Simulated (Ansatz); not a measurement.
The input, for Ansatz 0.2.0:

```yaml
crystal:
  periodic: [false, false, false]
  atoms:
    - {symbol: B, position_ang: [-0.264080, 0.000000, 1.037658]}
    - {symbol: Al, position_ang: [0.042748, 0.000000, -0.846334]}
    - {symbol: H, position_ang: [-0.073907, 0.000000, 2.205361]}
    - {symbol: H, position_ang: [0.295239, 0.000000, -2.396686]}
basis:
  gaussian: {orbitals: STO-3G, fitting: {mean_field: def2-universal-jkfit}, point_charges: [{charge: -0.50, position_ang: [5.244, -0.339, 0.105]}]}
magnetization: {spin_polarized: true, initial_magnetization: 2}
correlation: {method: ccsd, electrons: outside_noble_gas, diis_vectors: 4}
output: {forces: true}
```

```sh
$ ansatz run in.yaml --threads 1 --pin off --events-out ev --progress --plain --max-ram 2393MiB
```

Log:

```
239 factors; integrals over basis functions are off by at most 7.0e-3 eV
mean field evaluation 1: about -7191.6413 eV, gradient 1.2e1 eV
mean field evaluation 2: about -7193.0593 eV, gradient 4.0e0 eV
mean field evaluation 4: about -7193.3399 eV, gradient 8.3e-1 eV
mean field evaluation 8: about -7193.3738 eV, gradient 1.7e-6 eV
mean field evaluation 16: about -7190.2354 eV, gradient 9.5e-1 eV
mean field evaluation 32: about -7190.0131 eV, gradient 2.7e0 eV
mean field evaluation 64: about -7191.4694 eV, gradient 3.5e0 eV
mean field -7193.37383869 eV, -264.3516127279 hartree, gradient 1.7e-6 eV, S^2 2.041352; 1 other end points of the search recorded, 0 dependent functions left out
determinant -7193.37383869 eV, -264.3516127279 hartree, with singles and doubles -7195.69347310 eV, -264.4368577204 hartree
determinant -7190.25505472 eV, -264.2369995312 hartree, with singles and doubles -7192.04684695 eV, -264.3028466808 hartree
6 core orbitals not correlated: weight in the atoms' cores, before any rotation towards them, 0.999 or more for the frozen orbitals, at most 0.000 for the correlated occupied ones
reference -7193.37383869 eV, -264.3516127279 hartree; 5, 3 occupied and 5, 7 virtual orbitals, 239 factors
second order -1.57024000 eV of doubles, -0.00000000 eV of singles
cycle   1  -2.31961205 eV  change    2.2e-5 eV  update   1.1e-3
cycle   2  -2.31960063 eV  change    1.1e-5 eV  update   7.7e-4
cycle   3  -2.31963374 eV  change   -3.3e-5 eV  update   3.5e-4
cycle   4  -2.31973586 eV  change   -1.0e-4 eV  update   1.2e-4
cycle   5  -2.31987988 eV  change   -1.4e-4 eV  update   3.5e-5
cycle   6  -2.31993506 eV  change   -5.5e-5 eV  update   1.2e-5
cycle   7  -2.31994550 eV  change   -1.0e-5 eV  update   4.6e-6
cycle   8  -2.31994332 eV  change    2.2e-6 eV  update   2.4e-6
cycle   9  -2.31994184 eV  change    1.5e-6 eV  update   8.7e-7
the calculation of the forces begins
Total energy: -7195.69378052 eV, -264.4368690178 hartree
Atom 0 at    -0.264080     0.000000     1.037658 Å, force    -0.183835     0.003797    -2.278528 eV/Å
Atom 1 at     0.042748     0.000000    -0.846334 Å, force     0.591207    -0.009636     1.485161 eV/Å
Atom 2 at    -0.073907     0.000000     2.205361 Å, force     0.143574     0.001682    -0.363327 eV/Å
Atom 3 at     0.295239     0.000000    -2.396686 Å, force    -0.529437     0.002620     1.185267 eV/Å
Dipole moment:     0.066457    -0.001528    -0.586142 e Å
```

Forces (eV/Å):
```
B   -0.184  0.004 -2.279
Al   0.591 -0.010  1.485
H    0.144  0.002 -0.363
H   -0.529  0.003  1.185
```

Ran on 1 thread of Intel Xeon Platinum 8488C, shared host: 0.27 s wall, 0.09 GiB peak host memory.
